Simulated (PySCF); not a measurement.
# Functional dependence of a UV spectrum

Compound: formyl fluoride, CHFO.
Z-matrix (Å and degrees, PBE0-D3(BJ)/def2-SVP geometry), rows numbered from 1:
```
O 
C   1  1.1773
F   2  1.3285  1  123.20
H   2  1.1081  1  127.21  3   179.94
```

Linear-response calculations in the def2-SVPD basis (PySCF; singlets by full response, triplets Tamm–Dancoff, core orbitals frozen in the response; HF means time-dependent Hartree–Fock). 'Strongest' is the level of largest summed f among the singlets computed (10 roots, of which the last may lack a degenerate partner); it can jump between rows when another state enters that window. S1 is the lowest singlet of each run and needn't be the same state throughout; f(S1) is that of one state. Isolated species at its PBE0-D3(BJ)/def2-SVP geometry, gas phase.

```csv
functional,kind,S1 (eV),f(S1),strongest (eV),T1 (eV),HOMO (eV),gap (eV),"ionisation energy, ΔSCF (eV)"
LDA,LDA,5.81,0.002,9.50,5.23,-8.09,5.51,12.83
PBE,GGA,5.87,0.002,9.37,5.21,-7.91,5.61,12.52
B3LYP,"global hybrid, 20% exact exchange",5.94,0.002,9.27,5.31,-9.39,7.97,12.68
HF,Hartree–Fock,6.48,0.002,12.14,5.89,-14.08,16.51,not settled
```

S1 runs from 5.81 eV (LDA) to 6.48 eV (HF), a spread of 0.67 eV, while the orbital gap spreads over 11.0 eV. Along PBE (0%), B3LYP (20%), HF (100%) S1 rises with the share of exact exchange. −ε(HOMO) comes closest to its own ΔSCF ionisation energy with B3LYP (-3.29 eV) and misses most with LDA (-4.74 eV). The lowest triplet of a reference set is 3A''(n→π*) at 5.63 eV (computed, theoretical best estimate (aug-cc-pVTZ, frozen core, CC3 geometry), gas; Veril, Scemama, Caffarel, Lipparini, Boggio-Pasqua, Jacquemin, Loos, WIREs Comput. Mol. Sci. 2021, 11, e1517 (QUESTDB)). The lowest computed triplet differs from it by HF +0.26, B3LYP -0.32, LDA -0.40, PBE -0.42 eV; geometry and basis of the reference needn't be the same. 'Not settled' means that the ion's SCF failed to converge or may have ended in another state than the lowest.
